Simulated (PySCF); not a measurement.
Where does thiazole take a proton?

Molecule: thiazole, `c1cscn1` (C3H3NS). Atom numbers as in the mapped SMILES `[cH:1]1[cH:2][s:3][cH:4][n:5]1`. These are map numbers, not IUPAC locants.

These are calculated values, ωB97X-D3(BJ)/def2-TZVP in PySCF (grid level 2) at geometries from PBE0-D3(BJ)/def2-SVP. Thermal corrections: PBE0-D3(BJ)/def2-SVP frequencies, unscaled, ideal gas at 298.15 K and 1 bar, quasi-RRHO entropy.

```tsv
site	product	PA / kJ/mol	GB / kJ/mol	gas share
N5 (pyridine-type nitrogen)	c1csc[nH+]1	916	884	> 99.9 %
S3 (ring sulfur)	c1c[sH+]cn1	698	668	< 0.1 %
```

PA is −ΔH and GB is −ΔG of B + H⁺ → BH⁺ in the gas phase. Shares are Boltzmann weights among the listed products; an error of 10 kJ/mol changes a ratio about 56-fold. Sites whose products fell apart, merged with another or lost in a GFN2-xTB screen aren't listed.

Among these, N5 (pyridine-type nitrogen) wins by 216 kJ/mol in gas-phase free energy over S3.

Measured values (NIST Chemistry WebBook, evaluated or the median of agreeing entries): proton affinity (−ΔH) 904 kJ/mol (computed 916, difference 12); gas-phase basicity (−ΔG) 872 kJ/mol (computed 884, difference 12). These are compared with the most favourable site that keeps the skeleton.

Hardware: 1 thread of Arm Neoverse V1, shared with other jobs. Command: `OMP_NUM_THREADS=1 python redox_run.py task.json out`. Structures, frequencies and single points: 4.6 min.
